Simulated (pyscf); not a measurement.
Single points on ωB97X-D3(BJ)/def2-SVP structures (PySCF, gas phase).

Q: For the elementary gas-phase step H₂C=C(CH₃)–OH (SMILES C=C(C)O) → HC≡C–CH₃ (SMILES C#CC) + H₂O (SMILES O) (singlet surface; C–O, C–H broken, H–O formed), what barrier and reaction energy does HF/def2-TZVP give, measured from the reactant's lowest minimum found?

A: ΔE‡ = 97.4 kcal/mol, ΔE = +30.0 kcal/mol. CCSD(T)/def2-TZVPP + ΔMP2(QZVPP) gives 83.8 kcal/mol and +30.0 kcal/mol. Zero-point energy shifts the barrier by -4.4 kcal/mol. It is an elimination, with an imaginary mode of 1087i cm⁻¹. On the reactant side the descent ends in a point that may be a rotor saddle (no frequency run), 1.9 kcal/mol over the lowest minimum found and 83.9 kcal/mol under the saddle at ωB97X-D3(BJ)/def2-TZVP. At ωB97X-D3(BJ)/def2-TZVP the barrier from the zero used here is 85.9 kcal/mol. This is the saddle that the search found; another between the same sides may lie lower. The CCSD(T) − MP2 part came from Ansatz, without density fitting, on the same reference.
